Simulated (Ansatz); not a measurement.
## CH₄Mg, SMILES [CH3][MgH]: an active-space calculation, step by step

Computed with Ansatz 0.2.0 through its Python package.

The script reads `ch4mg.xyz`:
```text
6

C    -0.15390   -0.58190   -0.60310
Mg    0.30040    0.84090    0.97470
H    -0.72830    0.01700   -1.45480
H    -0.81860   -1.30230   -0.22860
H     0.72380   -1.02750   -1.01080
H     0.71860    1.98990    2.27640
```

Notebook, run cell by cell (the value of a cell's last expression is shown):

In [1]:
```python
import ansatz as az
```

In [2]:
```python
mol = az.Crystal.molecule_from_extxyz('ch4mg.xyz')
```

In [3]:
```python
base = (
    mol.calculation()
    .basis(gaussian='cc-pVDZ')
    .correlation(active_electrons=2, active_orbitals=3)
)
for method in [None]:
    rep = (base if method is None else base.correlation(method)).run().report
    space = rep['configurations']
    state = space['states'][0]
    print(method or 'casscf', f'total {rep["free_energy_ev"] / 27.211386246:.6f} Ha, active-space state {state["energy"]["hartree"]:.6f} Ha, mean field {rep["reference_energy_ev"] / 27.211386246:.6f} Ha')
    print('  determinants', state['n_determinants'], ' natural occupations', [round(n, 3) for n in space['natural_occupations']])
print('effectively unpaired electrons, sum of min(n, 2 - n):', round(sum(min(n, 2 - n) for n in space['natural_occupations']), 3))
```
```text
casscf total -239.785354 Ha, active-space state -239.785354 Ha, mean field -239.762734 Ha
  determinants 9  natural occupations [1.972, 0.023, 0.005]
effectively unpaired electrons, sum of min(n, 2 - n): 0.056
```

Caveats:
- Total energies depend on the basis set; only differences at equal settings carry meaning.
- The geometry is a force-field or estimated start, not a minimum of this method, and the basis set is short of its limit. The active space starts as a window about the frontier orbitals and is then optimised, not chosen by chemistry.
- It ran for 3.3 s on 1 thread of Intel(R) Xeon(R) Platinum 8488C (Sapphire Rapids), on a shared host, peak memory 0.16 GiB.

(Lines on the test bed's own set-up are left out of the output.)
